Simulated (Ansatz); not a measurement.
The input, for Ansatz 0.2.0:

```yaml
crystal:
  periodic: [false, false, false]
  atoms:
    - {symbol: Ge, position_ang: [0.000000, 0.000000, 1.684600]}
    - {symbol: C, position_ang: [0.000000, 0.000000, -0.262100]}
    - {symbol: N, position_ang: [0.000000, 0.000000, -1.422500]}
basis:
  gaussian: {orbitals: cc-pVDZ}
total_charge: 1
magnetization: {spin_polarized: false, initial_magnetization: 2}
correlation: {method: sc_nevpt2, electrons: outside_noble_gas, active_space: {window: {electrons: 2, orbitals: 3}, states: [{multiplicity: 3, weights: [0.5, 1]}], root: 0}}
output: {forces: true}
```

```sh
$ ansatz run in.yaml --threads 1 --pin off --events-out ev --progress --plain --max-ram 2393MiB
```

The program prints:

```
1022 factors; integrals over basis functions are off by at most 1.9e-7 eV
mean field evaluation 1: about -58958.7992 eV, gradient 5.4e1 eV
mean field evaluation 2: about -58958.8036 eV, gradient 5.4e1 eV
mean field evaluation 4: about -58971.9428 eV, gradient 9.9e0 eV
mean field evaluation 8: about -58973.1390 eV, gradient 2.7e-1 eV
mean field evaluation 16: about -58972.2446 eV, gradient 2.0e-1 eV
mean field evaluation 32: about -58972.8049 eV, gradient 8.2e-2 eV
mean field evaluation 64: about -58972.8543 eV, gradient 4.7e-1 eV
mean field evaluation 96: about -58971.4461 eV, gradient 8.1e0 eV
mean field evaluation 128: about -58973.0834 eV, gradient 2.7e-1 eV
mean field evaluation 160: about -58973.0851 eV, gradient 1.9e-6 eV
mean field -58973.14075313 eV, -2167.2229492471 hartree, gradient 3.1e-6 eV, S^2 2.000000; 11 other end points of the search recorded, 0 dependent functions left out
reference -58973.14075313 eV, -2167.2229492471 hartree; 23, 21 occupied and 32, 34 virtual orbitals, 1022 factors
state -58973.09617938 eV, -2167.2213111918 hartree
state -58973.09617938 eV, -2167.2213111918 hartree
state -58973.09617938 eV, -2167.2213111918 hartree; corrected -58981.65143424 eV, -2167.5357110091 hartree
state -58973.09617938 eV, -2167.2213111918 hartree; corrected -58981.65143424 eV, -2167.5357110090 hartree
an earlier search ended where averaged states of different weights were degenerate, so these states were given the mean of their weights and the orbitals were optimised with it
the calculation of the forces begins
Total energy: -58981.65143424 eV, -2167.5357110091 hartree
Atom 0 at     0.000000     0.000000     1.684600 Å, force    -0.000000     0.000000    -0.783990 eV/Å
Atom 1 at     0.000000     0.000000    -0.262100 Å, force     0.000000    -0.000000     4.826365 eV/Å
Atom 2 at     0.000000     0.000000    -1.422500 Å, force    -0.000000     0.000000    -4.042375 eV/Å
Dipole moment:     0.000000    -0.000000     0.908971 e Å
```

Natural occupations, averaged over the states: 1.0000 0.5000 0.5000.

Before any correction even the lowest state lies above the reference determinant, by 0.04 eV, so the averaged orbitals or the space serve it badly.

Forces (eV/Å):
```
Ge   0.000  0.000 -0.784
C    0.000  0.000  4.826
N    0.000  0.000 -4.042
```

Ran on 1 thread of Arm Neoverse V2, shared host: 12 s wall, 0.16 GiB peak host memory.
